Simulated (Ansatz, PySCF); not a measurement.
**Band gap of rock-salt MgO at several levels of theory**

Unless a cell is named, each level is at its own relaxed cell (rVV10 9.61, r²SCAN-D4 9.22 Å³/atom).

Task: Put these levels in order of the band gap that they give for rock-salt MgO, smallest first: G0W0@Hartree–Fock (PySCF), rVV10 (Ansatz, a program for electronic structure), r²SCAN-D4 (Ansatz).

Result: rVV10 (4.47 eV), r²SCAN-D4 (5.76 eV), G0W0@Hartree–Fock (10.45 eV)

Computed values are for a static lattice.  A ± on a computed value is a rough bar: the spread of its extrapolation, a floor set from checks against published values, or a statistical error. Values are at the level's own equilibrium cell; G0W0@Hartree–Fock at the measured cell. Cutoffs differ between the levels. Ansatz's density-functional and Hartree–Fock values are scalar-relativistic unless marked +SOC, with PAW data made under PBE.
